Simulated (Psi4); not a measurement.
**singlet [C2H2F2]2+ at 4 levels**

Aim: a comparison of 4 runs (HF/3-21G, B3LYP/6-31G*, HSE06/6-311+G**) of singlet [C2H2F2]2+. 

Program for the calculation: Psi4 1.11.

2 further runs of the same task are left out: 2 set aside as unsound or not needed.

**1. The system as given**

The species is [C2H2F2]2+ (6 atoms), meant as a singlet with charge +2. SMILES of the parent species: `[CH2+][C](F)F`. The coordinates come from a GFN2-xTB relaxation. This is one conformer, not always the lowest. That shape belongs to the parent species and isn't relaxed for this state.

Bond lengths: C1–C2 1.388 Å, C2–F3 1.276 Å, C2–F4 1.276 Å, C1–H5 1.090 Å, C1–H6 1.090 Å. Angles: C1–C2–F3 123.4°, C1–C2–F4 123.5°, F3–C2–F4 113.1°, C2–C1–H5 120.5°, C2–C1–H6 120.4°, H5–C1–H6 119.1°.

**2. The energy at HF/3-21G (run 1)**

calc.dat

```
memory 1600 MB

molecule m {
  2 1
  C
  C 1 r2
  F 2 r3 1 a3
  F 2 r4 3 a4 1 d4
  H 1 r5 2 a5 4 d5
  H 1 r6 5 a6 2 d6

  r2 = 1.388495
  r3 = 1.2764
  a3 = 123.43163
  r4 = 1.27604
  a4 = 113.11067
  d4 = 179.98849
  r5 = 1.089631
  a5 = 120.52734
  d5 = 0.00216
  r6 = 1.089726
  a6 = 119.06983
  d6 = 179.93391
  symmetry c1
  no_reorient
  no_com
}

set {
  basis 3-21G
  puream true
  e_convergence 1e-09
  d_convergence 1e-08
  scf_type pk
}

e_tot, wfn = energy('hf', return_wfn=True)
print_variables()
```

Started as:

```
$ psi4 calc.dat calc.out -n 1
```

calc.out:

```text
[...]
  Running in c1 symmetry.
[...]
  Nuclear repulsion =  118.497660641717800
[...]
  Multiplicity = 1
[...]
  Nalpha       = 15
  Nbeta        = 15
[...]
    Number of basis functions: 40
[...]
   @RHF iter   1:  -273.00820030570475    6.32590e-01   1.40827e-02 ADIIS/DIIS
[...]
   @RHF iter  12:  -273.19436034673561   -1.13687e-12   5.36033e-09 DIIS
[...]
    Orbital Energies [Eh]
    ---------------------
    Doubly Occupied:
       1A    -26.857340     2A    -26.857126     3A    -12.096164
       4A    -11.956626     5A     -2.332503     6A     -2.252654
       7A     -1.730990     8A     -1.469994     9A     -1.397254
      10A     -1.380643    11A     -1.335428    12A     -1.253680
      13A     -1.237605    14A     -1.231768    15A     -1.217601
[...]
  @RHF Final Energy:  -273.19436034673561
   => Energetics <=
    Nuclear Repulsion Energy =            118.4976606417178004
    One-Electron Energy =                -594.1692899916808983
    Two-Electron Energy =                 202.4772690032274625
    Total Energy =                       -273.1943603467356070
[...]
 Multipole Moments:
 ------------------------------------------------------------------------------------
     Multipole            Electronic (a.u.)      Nuclear  (a.u.)        Total (a.u.)
 ------------------------------------------------------------------------------------
 L = 1.  Multiply by 2.5417464519 to convert [e a0] to [Debye]
 Dipole X            :          0.0008048           -0.0008083           -0.0000035
 Dipole Y            :          0.0012339           -0.0006193            0.0006146
 Dipole Z            :          1.3018205           -4.9651245           -3.6633039
 Magnitude           :                                                    3.6633040
[...]
```

Wall time 2.2 s (1 thread of Intel Xeon Platinum 8488C (Sapphire Rapids), shared host); peak memory 0.18 GiB.

**3. Energy and gradient at B3LYP/6-31G(d) (spherical functions) (run 2)**

c2h2f2.xyz

```xyz
6
C2H2F2
C     -0.311240     0.627880    -0.251470
C      0.269710    -0.543000     0.216990
F     -0.401710    -1.524620     0.680470
F      1.529160    -0.747770     0.228470
H      0.308060     1.437100    -0.637380
H     -1.393960     0.750410    -0.237080
```

run.py

```python
import psi4

psi4.set_memory(1600000000)
psi4.set_num_threads(1)
psi4.core.set_output_file('run.log', False)

with open('c2h2f2.xyz') as f:
    atoms = ''.join(f.readlines()[2:])
m = psi4.geometry('2 1\n' + atoms + 'symmetry c1\nno_reorient\nno_com')

options = {'reference': 'rks', 'puream': True, 'e_convergence': 1e-09, 'd_convergence': 1e-08, 'scf_type': 'pk', 'dft_radial_points': 99, 'dft_spherical_points': 590}
psi4.set_options(options)

result, w = psi4.gradient('b3lyp/6-31G*', molecule=m, return_wfn=True)
psi4.oeprop(w, 'MULLIKEN_CHARGES', 'WIBERG_LOWDIN_INDICES', 'MAYER_INDICES')
print('gradient / Eh bohr^-1')
print(result.np.round(6))
print(f'energy = {w.energy():.10f} Eh')
```

Started as:

```
$ python run.py
```

run.log:

```text
[...]
  Running in c1 symmetry.
[...]
  Nuclear repulsion =  118.497686943311948
[...]
  Multiplicity = 1
[...]
  Nalpha       = 15
  Nbeta        = 15
[...]
    Number of basis functions: 60
[...]
   @RKS iter   1:  -275.93443853682112    8.21437e-01   5.62360e-03 DIIS/ADIIS
[...]
   @RKS iter  11:  -275.98493864493349   -2.84217e-13   6.74067e-10 DIIS
[...]
    Orbital Energies [Eh]
    ---------------------
    Doubly Occupied:
       1A    -25.360930     2A    -25.360819     3A    -11.044634
       4A    -10.936111     5A     -1.912186     6A     -1.844144
       7A     -1.440974     8A     -1.236717     9A     -1.180758
      10A     -1.150429    11A     -1.126942    12A     -1.059683
      13A     -1.029411    14A     -1.024362    15A     -1.002407
[...]
  @RKS Final Energy:  -275.98493864493349
   => Energetics <=
    Nuclear Repulsion Energy =            118.4976869433119475
    One-Electron Energy =                -597.1343988088771084
    Two-Electron Energy =                 228.2889661591355264
    DFT Exchange-Correlation Energy =     -25.6371929385038193
    Empirical Dispersion Energy =           0.0000000000000000
    VV10 Nonlocal Energy =                  0.0000000000000000
    Total Energy =                       -275.9849386449334929
[...]
 Multipole Moments:
 ------------------------------------------------------------------------------------
     Multipole            Electronic (a.u.)      Nuclear  (a.u.)        Total (a.u.)
 ------------------------------------------------------------------------------------
 L = 1.  Multiply by 2.5417464519 to convert [e a0] to [Debye]
 Dipole X            :        -16.7706537           16.6522099           -0.1184437
 Dipole Y            :         33.7921029          -33.5515582            0.2405446
 Dipole Z            :        -13.5122105           13.4153925           -0.0968180
 Magnitude           :                                                    0.2850691
[...]
  -Total Gradient:
     Atom            X                  Y                   Z
    ------   -----------------  -----------------  -----------------
       1        0.043921724342    -0.088088433712     0.035122677597
       2       -0.079853113172     0.161273947956    -0.064515920041
       3       -0.005846564442    -0.039237232042     0.017254364034
       4        0.036053725544    -0.022213290251     0.007364243626
       5       -0.009408795980    -0.010761511547     0.005254593214
       6        0.015121818425    -0.000950604589    -0.000489144746
[...]
  Mulliken Charges: (a.u.)
   Center  Symbol    Alpha    Beta     Spin     Total
       1     C     2.97694  2.97694  0.00000  0.04611
       2     C     2.54460  2.54460  0.00000  0.91079
       3     F     4.46945  4.46945  0.00000  0.06111
       4     F     4.46929  4.46929  0.00000  0.06143
       5     H     0.26983  0.26983  0.00000  0.46035
       6     H     0.26989  0.26989  0.00000  0.46021
   Total alpha = 15.00000, Total beta = 15.00000, Total charge =  2.00000
  Mayer Bond Indices:
[...]
```

On the terminal:

```text
Memory set to   1.490 GiB by Python driver.
  Threads set to 1 by Python driver.
gradient / Eh bohr^-1
[[ 0.043922 -0.088088  0.035123]
 [-0.079853  0.161274 -0.064516]
 [-0.005847 -0.039237  0.017254]
 [ 0.036054 -0.022213  0.007364]
 [-0.009409 -0.010762  0.005255]
 [ 0.015122 -0.000951 -0.000489]]
energy = -275.9849386449 Eh
```

Run time: 13 s. Hardware: 1 thread of Intel Xeon Platinum 8488C (Sapphire Rapids), shared host; peak memory 0.76 GiB.

**4. Energy and forces at B3LYP/6-31G(d) (Cartesian functions) (run 3)**

run.py

```python
import psi4

psi4.set_memory('1600 MB')
psi4.set_num_threads(1)
psi4.set_output_file('output.dat', False)

molecule = psi4.geometry("""
2 1
C
C 1 1.388495
F 2 1.2764 1 123.43163
F 2 1.27604 3 113.11067 1 179.98849
H 1 1.089631 2 120.52734 4 0.00216
H 1 1.089726 5 119.06983 2 179.93391
symmetry c1
""")

options = {'basis': '6-31G*', 'puream': False, 'e_convergence': 1e-09, 'd_convergence': 1e-08, 'scf_type': 'pk', 'dft_radial_points': 99, 'dft_spherical_points': 590}
psi4.set_options(options)

result, w = psi4.gradient("b3lyp", return_wfn=True)
psi4.oeprop(w, "DIPOLE", "WIBERG_LOWDIN_INDICES", "MAYER_INDICES")
print('gradient / Eh bohr^-1')
print(result.np.round(6))
print(f'energy = {w.energy():.10f} Eh')
for k, v in sorted(psi4.core.scalar_variables().items()):
    print(f'{k:45s} {v:18.10f}')
```

Started as:

```
$ python run.py
```

output.dat:

```text
[...]
  Running in c1 symmetry.
[...]
  Nuclear repulsion =  118.497660641717800
[...]
  Multiplicity = 1
[...]
  Nalpha       = 15
  Nbeta        = 15
[...]
    Number of basis functions: 64
[...]
   @RKS iter   1:  -275.93820983603740    8.15957e-01   5.25110e-03 ADIIS/DIIS
[...]
   @RKS iter  11:  -275.98800611264789   -6.25278e-13   7.16058e-10 DIIS
[...]
    Orbital Energies [Eh]
    ---------------------
    Doubly Occupied:
       1A    -25.367327     2A    -25.367229     3A    -11.047373
       4A    -10.943260     5A     -1.912485     6A     -1.844323
       7A     -1.441051     8A     -1.236682     9A     -1.180640
      10A     -1.150416    11A     -1.126912    12A     -1.059697
      13A     -1.029475    14A     -1.024387    15A     -1.002479
[...]
  @RKS Final Energy:  -275.98800611264789
   => Energetics <=
    Nuclear Repulsion Energy =            118.4976606417178004
    One-Electron Energy =                -597.1092991620798784
    Two-Electron Energy =                 228.2396809134861257
    DFT Exchange-Correlation Energy =     -25.6160485057719711
    Empirical Dispersion Energy =           0.0000000000000000
    VV10 Nonlocal Energy =                  0.0000000000000000
    Total Energy =                       -275.9880061126478950
[...]
  -Total Gradient:
     Atom            X                  Y                   Z
    ------   -----------------  -----------------  -----------------
       1        0.000098182086     0.000220435630     0.104058673458
       2       -0.000016945206     0.000147306106    -0.190597101984
       3       -0.000009207923    -0.023302135508     0.036444705027
       4       -0.000004960914     0.023040378015     0.036284139983
       5       -0.000044241237    -0.013584775322     0.006865306401
       6       -0.000022803960     0.013478929679     0.006917322174
[...]
 Multipole Moments:
 ------------------------------------------------------------------------------------
     Multipole            Electronic (a.u.)      Nuclear  (a.u.)        Total (a.u.)
 ------------------------------------------------------------------------------------
 L = 1.  Multiply by 2.5417464519 to convert [e a0] to [Debye]
 Dipole X            :          0.0007776           -0.0008083           -0.0000307
 Dipole Y            :          0.0011267           -0.0006193            0.0005074
 Dipole Z            :          1.8834690           -4.9651245           -3.0816554
 Magnitude           :                                                    3.0816555
[...]
```

The script printed:

```text
Memory set to   1.490 GiB by Python driver.
  Threads set to 1 by Python driver.
gradient / Eh bohr^-1
[[ 9.80000e-05  2.20000e-04  1.04059e-01]
 [-1.70000e-05  1.47000e-04 -1.90597e-01]
 [-9.00000e-06 -2.33020e-02  3.64450e-02]
 [-5.00000e-06  2.30400e-02  3.62840e-02]
 [-4.40000e-05 -1.35850e-02  6.86500e-03]
 [-2.30000e-05  1.34790e-02  6.91700e-03]]
energy = -275.9880061126 Eh
CURRENT ENERGY                                   -275.9880061126
CURRENT REFERENCE ENERGY                         -275.9880061126
DD SOLVATION ENERGY                                 0.0000000000
DFT FUNCTIONAL TOTAL ENERGY                      -275.9880061126
DFT TOTAL ENERGY                                 -275.9880061126
DFT VV10 ENERGY                                     0.0000000000
DFT XC ENERGY                                     -25.6160485058
GRID ELECTRONS ALPHA                               14.9999999425
GRID ELECTRONS BETA                                14.9999999425
GRID ELECTRONS TOTAL                               29.9999998851
NUCLEAR REPULSION ENERGY                          118.4976606417
ONE-ELECTRON ENERGY                              -597.1092991621
PCM POLARIZATION ENERGY                             0.0000000000
PE ENERGY                                           0.0000000000
SCF ITERATION ENERGY                             -275.9880061126
SCF ITERATIONS                                     11.0000000000
SCF TOTAL ENERGY                                 -275.9880061126
TWO-ELECTRON ENERGY                               228.2396809135
XC GRID RADIAL POINTS                              99.0000000000
XC GRID SPHERICAL POINTS                          590.0000000000
XC GRID TOTAL POINTS                           332263.0000000000
```

Run time: 15 s. Hardware: 1 thread of Intel Xeon Platinum 8488C (Sapphire Rapids), shared host; peak memory 0.8 GiB.

**5. A single-point energy at HSE06/6-311+G(d,p) (run 4)**

calc.dat

```
memory 1.6 GB

molecule system {
  2 1
  C     -0.311240     0.627880    -0.251470
  C      0.269710    -0.543000     0.216990
  F     -0.401710    -1.524620     0.680470
  F      1.529160    -0.747770     0.228470
  H      0.308060     1.437100    -0.637380
  H     -1.393960     0.750410    -0.237080
  symmetry c1
  no_reorient
  no_com
}

set globals {
  puream true
  e_convergence 1e-09
  d_convergence 1e-08
  scf_type pk
  dft_radial_points 99
  dft_spherical_points 590
}

result, w = energy("hse06/6-311+G**", return_wfn=True)
oeprop(w, "DIPOLE", "LOWDIN_CHARGES", "MULLIKEN_CHARGES")
```

Started as:

```
$ psi4 calc.dat calc.out -n 1
```

calc.out:

```text
[...]
  Running in c1 symmetry.
[...]
  Nuclear repulsion =  118.497686943311948
[...]
  Multiplicity = 1
[...]
  Nalpha       = 15
  Nbeta        = 15
[...]
    Number of basis functions: 100
[...]
   @RKS iter   1:  -275.77270717177652    7.55303e-01   2.74625e-03 DIIS/ADIIS
[...]
   @RKS iter  10:  -275.80380855663770   -1.79625e-11   6.90772e-09 DIIS
[...]
    Orbital Energies [Eh]
    ---------------------
    Doubly Occupied:
       1A    -25.413395     2A    -25.413293     3A    -11.065613
       4A    -10.964111     5A     -1.928719     6A     -1.859295
       7A     -1.447253     8A     -1.243576     9A     -1.185526
      10A     -1.151149    11A     -1.128369    12A     -1.056893
      13A     -1.031378    14A     -1.025356    15A     -1.003917
[...]
  @RKS Final Energy:  -275.80380855663770
   => Energetics <=
    Nuclear Repulsion Energy =            118.4976869433119475
    One-Electron Energy =                -597.2503640394704689
    Two-Electron Energy =                 227.2874735780949891
    DFT Exchange-Correlation Energy =     -24.3386050385741157
    Empirical Dispersion Energy =           0.0000000000000000
    VV10 Nonlocal Energy =                  0.0000000000000000
    Total Energy =                       -275.8038085566377049
[...]
 Multipole Moments:
 ------------------------------------------------------------------------------------
     Multipole            Electronic (a.u.)      Nuclear  (a.u.)        Total (a.u.)
 ------------------------------------------------------------------------------------
 L = 1.  Multiply by 2.5417464519 to convert [e a0] to [Debye]
 Dipole X            :        -16.7988469           16.6522099           -0.1466369
 Dipole Y            :         33.8490739          -33.5515582            0.2975157
 Dipole Z            :        -13.5350272           13.4153925           -0.1196346
 Magnitude           :                                                    0.3526052
[...]
  Mulliken Charges: (a.u.)
   Center  Symbol    Alpha    Beta     Spin     Total
       1     C     2.81878  2.81878  0.00000  0.36244
       2     C     2.85599  2.85599  0.00000  0.28802
       3     F     4.35675  4.35675  0.00000  0.28650
       4     F     4.35657  4.35657  0.00000  0.28685
       5     H     0.30592  0.30592  0.00000  0.38816
       6     H     0.30598  0.30598  0.00000  0.38803
   Total alpha = 15.00000, Total beta = 15.00000, Total charge =  2.00000
  Lowdin Charges: (a.u.)
   Center  Symbol    Alpha    Beta     Spin     Total
[...]
```

Run time: 38 s. Hardware: 1 thread of Intel Xeon Platinum 8488C (Sapphire Rapids), shared host; peak memory 0.78 GiB.

**6. Overview of the runs**

| run | level | task | integration grid | energy (Eh) | HOMO energy (eV) | LUMO energy (eV) | HOMO–LUMO gap (eV) | wall time |
| --- | --- | --- | --- | --- | --- | --- | --- | --- |
| 1 | HF/3-21G | energy | – | -273.194360 | -33.13 | -18.25 | 14.88 | 2.2 s |
| 2 | B3LYP/6-31G* (spherical functions) | gradient | 99 radial × 590 angular | -275.984939 | -27.28 | -22.42 | 4.86 | 13 s |
| 3 | B3LYP/6-31G* (Cartesian functions) | gradient | 99 radial × 590 angular | -275.988006 | -27.28 | -22.42 | 4.86 | 15 s |
| 4 | HSE06/6-311+G** | energy | 99 radial × 590 angular | -275.803809 | -27.32 | -22.67 | 4.65 | 38 s |

**7. What came out**

```
            quantity          value
 run 4: total energy  -275.80381 Eh
  run 4: HOMO energy      -27.32 eV
  run 4: LUMO energy      -22.67 eV
run 4: HOMO–LUMO gap        4.65 eV
```

**Reading.** The HOMO–LUMO gap runs from 4.65 eV (HSE06/6-311+G**) to 14.88 eV (HF/3-21G). The two ends differ in method and basis. Totals of different functionals can't be ranked against each other. All runs together took 68 s, the longest 38 s.
